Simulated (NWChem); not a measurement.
System: chloromethane (CH3Cl); SMILES CCl

The following NWChem deck was run.

```
start job
memory heap 200 mb stack 900 mb global 1100 mb
geometry units angstroms noautosym nocenter noautoz
  C      0.000000     0.000000    -1.110906
  Cl     0.000000     0.000000     0.664417
  H      0.732981     0.732981    -1.470125
  H      0.268290    -1.001270    -1.470125
  H     -1.001270     0.268290    -1.470125
end
basis spherical
  * library def2-svpd
end
dft
  xc xcamb88 1.00 lyp 0.81 vwn_5 0.19 hfexch 1.00
  cam 0.33 cam_alpha 0.19 cam_beta 0.46
  iterations 150
end
tddft
  cis
  nroots 6
  notriplet
end
task tddft energy
```

Structure relaxed at the PBE0/def2-SVP level.

Vertical excitations in the gas phase.

What results follow from this input? (CAM-B3LYP/def2-SVPD, TDA.) Quantities: lowest excitation, singlet (eV); oscillator strength of that lowest state; lowest state with f > 0.02, singlet (eV); oscillator strength of that bright state; orbital gap (eV).


```
Quantity                                  Value
----------------------------------------  -----
lowest excitation, singlet (eV)            7.43
oscillator strength of that lowest state  0.004
lowest state with f > 0.02, singlet (eV)   8.18
oscillator strength of that bright state  0.022
orbital gap (eV)                          11.13
```
